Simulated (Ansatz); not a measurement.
Relaxed structures of CH₅AlB, doublet (PBE0-D4/def2-TZVP; forces vanish, vibrations not checked; lower isomers may exist, and structures with a doubtful reference or unclear bonds are left out; Å). Ansatz 0.2.0; basis: def2-TZVPP; cores frozen in the correlated methods; orbitals are unrestricted.

(1) Rank them by CCSD(T) energy, lowest first, and give each one's height above the lowest. Links in brackets join atoms within 1.22 times the sum of their covalent radii (1.1 for two metals). (Judge from chemistry; the value comes from the calculation.)
A.
CH₅AlB ([BH2][CH][AlH2])
```
8
angstrom
B -0.8460 0.9700 -0.7581
C -0.3766 0.3134 0.4971
Al 1.0388 -1.0194 0.4789
H -1.9782 0.8099 -1.1372
H -0.1108 1.6076 -1.4626
H -0.9206 0.4236 1.4371
H 1.9878 -1.1259 -0.7846
H 1.2055 -1.9793 1.7294
```
B.
CH₅AlB ([BH2][AlH][CH2])
```
8
angstrom
B -0.9925 1.1631 -1.0574
C 1.0678 -1.1774 0.6142
Al -0.3185 0.1668 0.6899
H -1.9046 0.7627 -1.7283
H -0.5059 2.1859 -1.4566
H -0.9419 0.5028 2.1195
H 1.5741 -1.4951 -0.2965
H 1.4388 -1.7125 1.4877
```
C.
CH₅AlB ([BH]1[CH2][AlH2]1)
```
8
angstrom
B -0.4443 0.8441 0.8313
C -0.6429 0.5320 -0.5664
Al 0.8742 -0.8014 0.1346
H -1.6279 0.2721 -0.9586
H 0.0728 0.7951 -1.3488
H -1.0020 0.9697 1.8699
H 2.1792 -0.5146 -0.7125
H 0.6111 -2.1470 0.9290
```

The T1 diagnostic stays at or below 0.018. ⟨S²⟩ of the unrestricted Hartree–Fock references: 0.76 (a pure state has 0.75).

Answers

(1) The calculation gives: C (0.0 kJ/mol), A (5.7 kJ/mol), B (74.3 kJ/mol). Heights count from the lowest.

For scale, one of the runs: CCSD(T)/def2-TZVPP, 174 basis functions, launched by `ansatz run in.yaml --threads 2 --pin off --events-out ev --progress --plain --max-ram 4352MiB`. The run took 55 s on 2 CPU threads of an Arm Neoverse V2 (shared host), with 3.5 GiB of host memory at its peak.
